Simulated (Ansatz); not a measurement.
# AlH₃OSi (SMILES O=[SiH][AlH2]): functionals against CCSD(T) at one geometry

Aim: energy, forces and dipole at a structure displaced at random from a GFN2-xTB minimum, from CCSD(T) and from density functionals.

The runs use Ansatz 0.2.0, Gaussian basis; single points in def2-TZVPP.

Cores are frozen in the correlated methods.

### Step 1. Starting geometry

SMILES `O=[SiH][AlH2]`, 6 atoms, charge 0, spin multiplicity 1.

Atoms are counted from 1 here; the program's logs count them from 0.

Bond lengths: O1–Si2 1.497 Å, Si2–Al3 2.436 Å, Si2–H4 1.539 Å, Al3–H5 1.554 Å, Al3–H6 1.583 Å. Angles: O1–Si2–Al3 142.6°, O1–Si2–H4 119.2°, Al3–Si2–H4 98.3°, Si2–Al3–H5 111.3°, Si2–Al3–H6 130.7°, H5–Al3–H6 118.0°.

Geometry (Å):

```mol
AlH3OSi
  3D, bonds by distance, orders not assigned

  6  5  0  0  0  0  0  0  0  0999 V2000
   -0.6069   -2.2959    1.1987 O   0  0
   -0.3138   -1.2033    0.2178 Si  0  0
    0.2952    1.1510    0.0695 Al  0  0
   -0.3583   -1.5160   -1.2887 H   0  0
    0.4595    1.6004   -1.4091 H   0  0
    0.5198    2.2319    1.2047 H   0  0
  1  2  8  0
  2  3  8  0
  2  4  8  0
  3  5  8  0
  3  6  8  0
M  END
```

### Step 2. CCSD(T)/def2-TZVPP

Contents of run/in.yaml:

```yaml
crystal:
  periodic: [false, false, false]
  atoms:
    - {symbol: O, position_ang: [-0.606900, -2.295900, 1.198700]}
    - {symbol: Si, position_ang: [-0.313800, -1.203300, 0.217800]}
    - {symbol: Al, position_ang: [0.295200, 1.151000, 0.069500]}
    - {symbol: H, position_ang: [-0.358300, -1.516000, -1.288700]}
    - {symbol: H, position_ang: [0.459500, 1.600400, -1.409100]}
    - {symbol: H, position_ang: [0.519800, 2.231900, 1.204700]}
basis:
  gaussian: {orbitals: def2-TZVPP}
correlation: {method: ccsd_t}
output: {forces: true}
```

No record of the launch command was kept for these runs.

### Step 3. PBE0-D4/def2-TZVPP

run/in.yaml: that of step 2 with these lines changed.

```diff
@@ -11,3 +11,3 @@
   gaussian: {orbitals: def2-TZVPP}
-correlation: {method: ccsd_t}
-output: {forces: true}
+hamiltonian: {xc: pbe0, dispersion: d4}
+output: {forces: true, orbitals: {seedname: orbitals}}
```

### Step 4. wB97M-V/def2-TZVPP

run/in.yaml: that of step 3 with these lines changed.

```diff
@@ -11,3 +11,3 @@
   gaussian: {orbitals: def2-TZVPP}
-hamiltonian: {xc: pbe0, dispersion: d4}
-output: {forces: true, orbitals: {seedname: orbitals}}
+hamiltonian: {xc: {name: wB97M-V}}
+output: {forces: true}
```

### Step 5. r2SCAN-D4/def2-TZVPP

run/in.yaml: that of step 4 with these lines changed.

```diff
@@ -11,3 +11,3 @@
   gaussian: {orbitals: def2-TZVPP}
-hamiltonian: {xc: {name: wB97M-V}}
+hamiltonian: {xc: r2scan, dispersion: d4}
 output: {forces: true}
```

### Step 6. PBE-D4/def2-TZVPP

run/in.yaml: that of step 5 with these lines changed.

```diff
@@ -11,3 +11,3 @@
   gaussian: {orbitals: def2-TZVPP}
-hamiltonian: {xc: r2scan, dispersion: d4}
+hamiltonian: {xc: pbe, dispersion: d4}
 output: {forces: true}
```

### Step 7. wB97X-V/def2-TZVPP

run/in.yaml: that of step 6 with these lines changed.

```diff
@@ -11,3 +11,3 @@
   gaussian: {orbitals: def2-TZVPP}
-hamiltonian: {xc: pbe, dispersion: d4}
+hamiltonian: {xc: {name: wB97X-V}}
 output: {forces: true}
```

### Step 8. BHLYP-D4/def2-TZVPP

run/in.yaml: that of step 7 with these lines changed.

```diff
@@ -11,3 +11,3 @@
   gaussian: {orbitals: def2-TZVPP}
-hamiltonian: {xc: {name: wB97X-V}}
+hamiltonian: {xc: {name: BHLYP}, dispersion: d4}
 output: {forces: true}
```

(Steps that only read results are left out.)

Before running it: what results should come out? Wanted: energy less free atoms, CCSD(T)/def2-TZVPP; RMS force component; RMS force error; HOMO and LUMO, PBE0-D4; T1 diagnostic.

The runs gave:

| quantity | value |
| --- | --- |
| energy less free atoms, CCSD(T)/def2-TZVPP | -1624.3 kJ/mol |
| RMS force component | 0.548 to 0.976 eV/Å over the methods |
| RMS force error | PBE0-D4 0.228, wB97M-V 0.224, r2SCAN-D4 0.109, PBE-D4 0.175, wB97X-V 0.245, BHLYP-D4 0.514 eV/Å |
| HOMO and LUMO, PBE0-D4 | -7.47 and -3.55 eV |
| T1 diagnostic | 0.021 |

**Reading.** Against CCSD(T) the functionals' energies less atoms differ by -61.6 to +19.0 kJ/mol, PBE-D4 by -55.2 kJ/mol. The reference is not at the basis limit: in triple zeta CCSD(T) underbinds, which counts against methods that bind more; the gaps are no ranking. The forces of r2SCAN-D4 come nearest to CCSD(T), those of BHLYP-D4 are farthest. Frozen-core CCSD(T) forces in triple zeta carry basis errors of their own, and this is one geometry, so small gaps rank nothing.
